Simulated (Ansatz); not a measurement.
Two shapes of singlet H5O2(+).

Shape 1:

```xyz
7

H     0.0000    0.0000   -0.0248
O     1.1917    0.0423    0.0327
O    -1.1917   -0.0423    0.0327
H     1.6054    0.8024    0.4713
H    -1.6054   -0.8024    0.4713
H     1.7350   -0.2354   -0.7208
H    -1.7350    0.2354   -0.7208
```

Shape 2:

```xyz
7

H     0.0000    0.0000   -0.0228
O     1.0963    0.0389    0.0301
O    -1.0963   -0.0389    0.0301
H     1.4769    0.7382    0.4336
H    -1.4769   -0.7382    0.4336
H     1.5962   -0.2166   -0.6632
H    -1.5962    0.2166   -0.6632
```

Basis set: cc-pVTZ (spherical functions). Left uncorrelated: 2 orbitals. Charge 1, multiplicity 1.

Computed with Ansatz (development build ahead of 0.2.0); each method stands on the lowest determinant of its kind that the runs found.

(1) Which shape is lower in energy, and by how much in each method?

Results:

(1)

| method | E(2) − E(1) (eV) |
| --- | --- |
| RHF | 0.629 |
| RHF-MP2 | 0.937 |

Shape 1 is lower. Caution: no unrestricted run beside it, a lower state can exist.
